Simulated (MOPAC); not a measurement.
MOPAC input (PM3):

```
PM3 1SCF CHARGE=1 GEO-OK AUX(PRECISION=9) THREADS=1
CH3

C     0.00000000 1   -0.00000000 1    0.00000000 1
H    -0.00996657 1    1.09156801 1   -0.02069198 1
H     0.95018374 1   -0.53760457 1   -0.01343118 1
H    -0.94021717 1   -0.55396344 1    0.03412316 1
```

Q: What heat of formation does the run end on, and which ionisation energy by Koopmans theorem?

A: 256.73 kcal/mol; 22.61 eV.
